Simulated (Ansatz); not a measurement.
Input for Ansatz (development build ahead of 0.2.0):

```yaml
crystal:
  periodic: [false, false, false]
  atoms:
    - { symbol: "N", position_ang: [-0.00344, 0.00408, -1.20273] }
    - { symbol: "N", position_ang: [0.00808, 0.0032, -0.06335] }
    - { symbol: O, position_ang: [0.0076, 0.00612, 1.10254] }
basis:
  gaussian: { orbitals: cc-pVDZ }
hamiltonian:
  xc: hf
correlation:
  method: mp2
  frozen_orbitals: { "N": 1, O: 1 }
```

The input is written out in the form of the current development build from the run's settings.

Output:

```
Converged                       : yes
Reference energy                : -183.69379 hartree
Correlation energy              : -0.52923 hartree
Total energy                    : -184.22302 hartree
Spin squared of the determinant : 0.000
```
